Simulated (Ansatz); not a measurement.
## P (black phosphorus): energy against volume

All numbers below come from DFT, PBEsol, plane waves (420 eV) with PAW, scalar-relativistic in Ansatz 0.2.0. (PAW data from PBE, frozen cores regenerated.)

The cell is scaled uniformly from the relaxed one, with fractional coordinates and shape fixed. Energies are extrapolated to zero smearing, pressures are those at the given smearing. Because the bonds are stretched with the cell, B₀ of this curve lies above the true bulk modulus of such a structure. Magnetic state: spin not included.

A Birch-Murnaghan fit gives V₀ = 17.55 Å³/atom, B₀ = 90 GPa, B₀′ = 4.3.

Task: What are the energy above the minimum and the pressure at 15.457 Å³/atom?

Result: 87.2 meV/atom and 14.84 GPa as computed.

Task: What are the energy above the minimum and the pressure at 16.862 Å³/atom?

Result: 8.0 meV/atom and 3.89 GPa as computed.

Task: What are the energy above the minimum and the pressure at 18.267 Å³/atom?

Result: 7.8 meV/atom and -3.32 GPa as computed.
